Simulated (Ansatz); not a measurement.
# BClF radical: one species, many methods

An exercise on one series of results from a longer session: the logs are not shown, and one member is left open.

The runs use Ansatz 0.2.0, Gaussian basis; functionals in def2-TZVPP, the program's frozen cores in correlated methods.

Levels to be run: LDA (SPW92), PBE-D4, revPBE-D4, BLYP-D4, r2SCAN-D4, B97M-V, PBE0-D4, B3LYP-D4, r2SCANh-D4, r2SCAN0-D4, HSE06-D4, BHLYP-D4, CAM-B3LYP-D4, LC-ωPBE, ωB97X-V, ωB97M-V, B2PLYP, PBE-QIDH; CCSD(T)/def2-SVP; CCSD(T)/def2-TZVPP; CCSD(T)/def2-QZVPP; extrapolation to the limit; RPA on PBE.

**The relaxed structure**

An earlier PBE0-D4 in a triple-zeta def2 set relaxation fixed the geometry.

SMILES `F[B]Cl`, 3 atoms, charge 0, spin multiplicity 2.

Atoms are counted from 1 here; the program's logs count them from 0.

Bond lengths: F1–B2 1.300 Å, B2–Cl3 1.737 Å. Angles: F1–B2–Cl3 122.7°.

The first run:

in.yaml reads:

```yaml
crystal:
  periodic: [false, false, false]
  atoms:
    - {symbol: F, position_ang: [0.509834, 1.078873, 0.388411]}
    - {symbol: B, position_ang: [-0.363167, 0.289659, -0.165022]}
    - {symbol: Cl, position_ang: [-0.157667, -1.433232, -0.236689]}
basis:
  gaussian: {orbitals: def2-TZVPP}
magnetization: {spin_polarized: true, initial_magnetization: 1}
hamiltonian: {xc: lda}
output: {orbitals: {seedname: orbitals}}
```

On the command line:

```bash
$ ansatz run in.yaml --threads 4 --pin off --events-out ev --progress --plain --max-ram 10444MiB
```

Among the steps run: LDA; PBE-D4 (GGA); revPBE-D4 (GGA); BLYP-D4 (GGA); r2SCAN-D4 (meta-GGA); B97M-V (meta-GGA); PBE0-D4 (hybrid); B3LYP-D4 (hybrid); r2SCANh-D4 (hybrid); r2SCAN0-D4 (hybrid); HSE06-D4 (hybrid); BHLYP-D4 (hybrid); CAM-B3LYP-D4 (range-separated); LC-ωPBE (range-separated); ωB97X-V (range-separated); ωB97M-V (range-separated); B2PLYP (double hybrid); PBE-QIDH (double hybrid).

One table of the session follows, with a row left open; its other results are not shown here.

It belongs to the step «Orbital energies across the functionals». 

```
  functional  HOMO (eV)  LUMO (eV)  gap (eV)
 LDA (SPW92)      -5.39      -3.63      1.75
      PBE-D4      -5.43      -3.10      2.33
   revPBE-D4      -5.40      -2.94      2.46
     BLYP-D4      -5.25      -3.25      2.00
   r2SCAN-D4          ?          ?         ?
      B97M-V      -5.48      -3.30      2.18
     PBE0-D4      -6.81      -2.09      4.72
    B3LYP-D4      -6.51      -2.63      3.88
  r2SCANh-D4      -6.36      -2.13      4.23
  r2SCAN0-D4      -7.13      -1.71      5.41
    HSE06-D4      -6.41      -2.47      3.94
    BHLYP-D4      -8.05      -1.41      6.64
CAM-B3LYP-D4      -8.15      -1.37      6.79
     LC-ωPBE      -9.64       0.25      9.89
     ωB97X-V      -9.08      -0.40      8.68
     ωB97M-V      -8.67      -0.60      8.07
```

Estimate the missing values for r2SCAN-D4.

Worked estimate for «HOMO (eV)». Against the share of exact exchange, r2SCANh-D4 (0.1, -6.36), r2SCAN0-D4 (0.25, -7.13) give a slope of -5.13 per unit share; at 0 the line stands at -5.85.

As computed: HOMO (eV): -5.86; LUMO (eV): -2.42; gap (eV): 3.44. In «HOMO (eV)» the line misses by +0.01.
